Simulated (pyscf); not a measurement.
One insertion on the singlet surface with elements of a group swapped. CCSD(T)/def2-TZVPP + ΔMP2(QZVPP), kcal/mol, from the separated reactants. Structures and frequencies: ωB97X-D3(BJ)/def2-SVP in PySCF. Correlated levels are frozen-core, on RHF or UHF. ΔMP2 is the change of the MP2 total energy from the triple- to the quadruple-zeta basis.

```
step                                                     barrier  reaction energy  imaginary mode (i cm⁻¹)
-------------------------------------------------------  -------  ---------------  -----------------------
`[SiH3][Cl]` + `[SiH2]` [singlet] -> `[SiH3][SiH2][Cl]`     -3.4            -55.5                      277
`[Cl][GeH3]` + `[GeH2]` [singlet] → `[Cl][GeH2][GeH3]`         ?                ?                      238
`[F][SiH3]` + `[SiH2]` [singlet] -> `[F][SiH2][SiH3]`        0.7            -53.9                      257
```

Task: Complete the blanks.

Result: 
- `[Cl][GeH3]` + `[GeH2]` [singlet] → `[Cl][GeH2][GeH3]`, barrier: -0.6
- `[Cl][GeH3]` + `[GeH2]` [singlet] → `[Cl][GeH2][GeH3]`, reaction energy: -48.6

Row 1: On the reactant side the descent ends in an adduct with a Cl–Si contact, 13.2 kcal/mol under the separated species and 3.2 kcal/mol under the saddle at ωB97X-D3(BJ)/def2-TZVP. Row 2: On the reactant side the descent ends in an adduct with a Cl–Ge contact, 12.8 kcal/mol under the separated species and 7.3 kcal/mol under the saddle at ωB97X-D3(BJ)/def2-TZVP. Row 3: On the reactant side the descent ends in an adduct with a F–Si contact, 9.0 kcal/mol under the separated species and 3.8 kcal/mol under the saddle at ωB97X-D3(BJ)/def2-TZVP. Each row is the saddle that its search found. The CCSD(T) − MP2 part came from Ansatz, without density fitting, on the same reference. The frozen core leaves the outer d or s,p core shells of the metals and heavy elements correlated in the MP2 and CC values, and def2-TZVPP describes them poorly, which can shift differences by a few kcal/mol. Elements up to Kr have no core potential and no relativistic terms here.
